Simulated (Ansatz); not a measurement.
I need a rigid scan of one bond length of C2H2O, SMILES C#CO. Use Ansatz 0.2.0, Python API. Settings (for the species named): r2scan0, def2-SVP basis, multiplicity 1.

```csv
atom,x (Å),y (Å),z (Å)
C,-0.9958,-0.0098,-0.4125
C,-0.0222,-0.0771,0.1863
O,1.0823,-0.1942,0.8512
H,-1.8855,0.1399,-0.9638
H,1.8711,0.0676,0.2973
```

The script, `scan.py`:
```python
# -*- coding: utf-8 -*-
"""Stretching a bond of C2H2O, the rest held rigid."""

import ansatz as az
import numpy as np

GEOMETRY = """
C    -0.99580   -0.00980   -0.41250
C    -0.02220   -0.07710    0.18630
O     1.08230   -0.19420    0.85120
H    -1.88550    0.13990   -0.96380
H     1.87110    0.06760    0.29730
"""

geometry = az.Crystal.molecule()
for line in GEOMETRY.strip().splitlines():
    symbol, *xyz = line.split()
    geometry = geometry.atom(symbol, [float(v) for v in xyz])

symbols = [site.symbol for site in geometry.cartesian_sites]
start = np.array([site.position_ang for site in geometry.cartesian_sites])
axis = (start[4] - start[2]) / np.linalg.norm(start[4] - start[2])
moving = [4]
lengths, energies = [0.879, 0.919, 0.959, 0.999, 1.039, 1.079, 1.119, 1.179], []
for length in lengths:
    xyz = start.copy()
    xyz[moving] += (length - np.linalg.norm(start[4] - start[2])) * axis
    point = az.Crystal.molecule()
    for symbol, place in zip(symbols, xyz):
        point = point.atom(symbol, place.tolist())
    job = (
        point.calculation()
        .basis(gaussian="def2-SVP")
        .functional("r2scan0")
    )
    r = job.run().report
    energies.append(r["free_energy_ev"])
    print(f"r = {length:6.3f} A  E = {energies[-1]:.5f} eV  <S^2> = {abs(r['mean_field']['state']['spin_squared']):.3f}")

# quartic fit about the minimum
fit = np.polynomial.Polynomial.fit(lengths, np.array(energies) - min(energies), 4).convert()
roots = [r.real for r in fit.deriv().roots() if abs(r.imag) < 1e-9 and fit.deriv(2)(r.real) > 0]
r_e = min(roots, key=lambda r: abs(r - lengths[int(np.argmin(energies))]))
print(f"minimum of the fit at {r_e:.4f} A, force constant {fit.deriv(2)(r_e):.2f} eV/A^2")
```

```console
$ python scan.py
r =  0.879 A  E = -4144.25908 eV  <S^2> = 0.000
r =  0.919 A  E = -4144.42463 eV  <S^2> = 0.000
r =  0.959 A  E = -4144.47507 eV  <S^2> = 0.000
r =  0.999 A  E = -4144.43833 eV  <S^2> = 0.000
r =  1.039 A  E = -4144.33622 eV  <S^2> = 0.000
r =  1.079 A  E = -4144.18583 eV  <S^2> = 0.000
r =  1.119 A  E = -4144.00054 eV  <S^2> = 0.000
r =  1.179 A  E = -4143.67955 eV  <S^2> = 0.000
minimum of the fit at 0.9604 A, force constant 54.13 eV/A^2
```

Reading the output:
- Total energies depend on the basis set; only differences at equal settings carry meaning.
- The rest of the molecule is held rigid at a force-field or estimated start geometry, and the basis set is modest; single-reference methods fail as a bond breaks.
- The orbitals are restricted, so S² is zero by construction.
- Timing: 10 s on 1 thread of Arm Neoverse V2 (shared host), peak memory 0.17 GiB.
